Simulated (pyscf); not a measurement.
H₂B–O• (SMILES B[O]) + H₂ (SMILES [H][H]) → H₂B–OH (SMILES BO) + H• (SMILES [H]), a hydrogen abstraction (doublet surface; H–H broken, H–O formed). Optimised with ωB97X-D3(BJ)/def2-SVP in PySCF. Energies in eV from the separated reactants.

Small-basis levels: PySCF, no dispersion term, spherical d functions. Open shells are spin-unrestricted. 

```json
[
 {"level": "HF/STO-3G", "barrier": "1.51", "reaction energy": "+1.40"},
 {"level": "HF/3-21G", "barrier": "1.14", "reaction energy": "+0.26"},
 {"level": "HF/6-31G*", "barrier": "(withheld)", "reaction energy": "+0.24"},
 {"level": "MP2/6-31G*", "barrier": "(withheld)", "reaction energy": "-0.43"},
 {"level": "B3LYP/6-311+G**", "barrier": "0.60", "reaction energy": "+0.33"},
 {"level": "PBE/def2-SVP", "barrier": "0.34", "reaction energy": "+0.20"},
 {"level": "B3LYP/def2-SVP", "barrier": "0.52", "reaction energy": "+0.26"},
 {"level": "ωB97M-D3(BJ)/def2-TZVP", "barrier": "(withheld)", "reaction energy": "+0.09"}
]
```

Question: Some entries are withheld; supply them.

Answer: 
- HF/6-31G*, barrier: 1.35
- MP2/6-31G*, barrier: 0.76
- ωB97M-D3(BJ)/def2-TZVP, barrier: 0.65

Against the last row the barrier runs from -0.30 (PBE/def2-SVP) to +0.86 eV (HF/STO-3G). ωB97M-D3(BJ)/def2-TZVP has limits of its own. This is the saddle that the search found; another between the same sides may lie lower. The angle at the transferred H is 170°.
